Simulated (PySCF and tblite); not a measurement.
Results of a calculation; reference values are marked as such.
## Conformers and averaged properties: C3H8O, numbered as in [CH3:1][CH2:2][CH2:3][OH:4]

The ensemble was built from 90 distance-geometry starts (ETKDG and KDG, MMFF94s, GFN2-xTB) and rests on PBE0-D3(BJ)/def2-SVP geometries. Free energies are PBE0-D3(BJ)/def2-TZVP single points with GFN2-xTB rigid-rotor and vibrational terms (modes under about 100 cm⁻¹ blended into free rotors). Symmetry numbers and mirror images are counted. Conformers within 4 kcal/mol (GFN2-xTB free energy) were kept, 5 at most. GIAO shieldings: PBE0/pcSseg-1. Shifts are against TMS (¹H), TMS (¹³C) at the same level. Run with PySCF (density fitting) and tblite.

Torsions listed: C1–C2–C3–O4, C2–C3–O4–H4. Of a mirror pair one member is shown.

```json
{"conformer": "1", "shape": "-61°, 175°", "symmetry": "C1 (pair)", "E(GFN2) kcal/mol": "1.74", "E(DFT) kcal/mol": "0.10", "G(298.15 K) kcal/mol": "0.00", "weight %": "24.7", "dipole D": "1.48"}
{"conformer": "2", "shape": "-62°, 67°", "symmetry": "C1 (pair)", "E(GFN2) kcal/mol": "0.35", "E(DFT) kcal/mol": "0.01", "G(298.15 K) kcal/mol": "0.09", "weight %": "21.3", "dipole D": "1.66"}
{"conformer": "3", "shape": "-177°, -60°", "symmetry": "C1 (pair)", "E(GFN2) kcal/mol": "0.00", "E(DFT) kcal/mol": "0.04", "G(298.15 K) kcal/mol": "0.09", "weight %": "21.2", "dipole D": "1.67"}
{"conformer": "4", "shape": "58°, 62°", "symmetry": "C1 (pair)", "E(GFN2) kcal/mol": "0.15", "E(DFT) kcal/mol": "0.00", "G(298.15 K) kcal/mol": "0.09", "weight %": "21.1", "dipole D": "1.62"}
{"conformer": "5", "shape": "180°, -179°", "symmetry": "Cs", "E(GFN2) kcal/mol": "1.36", "E(DFT) kcal/mol": "0.18", "G(298.15 K) kcal/mol": "0.44", "weight %": "11.7", "dipole D": "1.44"}
```

Weights (%) against temperature:

```json
{"T (K)": "200", "1": "24.9", "2": "21.8", "3": "20.9", "4": "21.1", "5": "11.2", "S(mix) cal/mol/K": "4.36"}
{"T (K)": "250", "1": "24.7", "2": "21.6", "3": "21.1", "4": "21.1", "5": "11.5", "S(mix) cal/mol/K": "4.36"}
{"T (K)": "298.15", "1": "24.7", "2": "21.3", "3": "21.2", "4": "21.1", "5": "11.7", "S(mix) cal/mol/K": "4.36"}
{"T (K)": "350", "1": "24.6", "2": "21.1", "3": "21.3", "4": "21.1", "5": "11.8", "S(mix) cal/mol/K": "4.36"}
{"T (K)": "400", "1": "24.6", "2": "20.9", "3": "21.3", "4": "21.2", "5": "11.9", "S(mix) cal/mol/K": "4.36"}
```

Averaged shifts at 298.15 K. ¹H: 3.56 (H3, 2H), 1.36 (H2, 2H), 0.97 (H1, 3H) ppm. ¹³C: 66.6 (C3), 29.1 (C2), 11.6 (C1) ppm.

Coordinates of conformer 1 (Å):

```xyz
12

C     1.319   -0.325    0.445
C     0.422    0.457   -0.500
C    -1.052    0.328   -0.172
O    -1.422   -1.023   -0.283
H     1.222    0.039    1.481
H     2.378   -0.240    0.159
H     1.045   -1.390    0.439
H     0.573    0.109   -1.536
H     0.686    1.528   -0.489
H    -1.230    0.713    0.855
H    -1.638    0.968   -0.862
H    -2.336   -1.113    0.002
```

Coordinates of conformer 2 (Å):

```xyz
12

C    -1.272    0.437    0.025
C    -0.242   -0.580   -0.442
C     1.115   -0.419    0.228
O     1.729    0.813   -0.043
H    -1.442    0.369    1.113
H    -2.243    0.290   -0.471
H    -0.951    1.466   -0.204
H    -0.104   -0.497   -1.533
H    -0.608   -1.603   -0.247
H     1.010   -0.588    1.320
H     1.804   -1.194   -0.143
H     1.204    1.505    0.372
```

H on N, O and S are left out: they exchange, and hydrogen bonds move them by several ppm. Shifts are unscaled: against experiment ¹³C can be off by 15 ppm or more and ¹H by 0.8 ppm.

Search and properties took 39 s on 1 thread of AMD EPYC 9B45, on a host shared with other jobs (rough), launched as `OMP_NUM_THREADS=1 python ens_run.py task.json out`.
